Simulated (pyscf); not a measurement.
Thermochemistry of product channels of AsH₃ (SMILES [AsH3]) + GaH₂• (SMILES [GaH2]) on the doublet surface, in kcal/mol, from ωB97M-D3(BJ)/def2-TZVP energies (ideal gas, 1 atm, RRHO with modes under 100 cm⁻¹ raised to 100, one conformer, R ln 2 for chiral ones without a mode under 150 cm⁻¹). Structures and frequencies: ωB97X-D3(BJ)/def2-SVP in PySCF.

```
products                                                  ΔE  ΔH(298 K)  ΔG(600 K)  ΔG(900 K)
-----------------------------------------------------  -----  ---------  ---------  ---------
[HGa–AsH₂]• (SMILES [GaH][AsH2]) + H₂ (SMILES [H][H])  -12.0      -12.2      -11.6      -12.1
H₂Ga–AsH• (SMILES [GaH2][AsH]) + H₂ (SMILES [H][H])    -14.8      -15.5      -14.7      -15.2
AsH₂• (SMILES [AsH2]) + GaH₃ (SMILES [GaH3])            -5.9       -6.5       -6.0       -5.9
```

These are energies of the channels, which say nothing of barriers. Elements up to Kr have no core potential and no relativistic terms here.
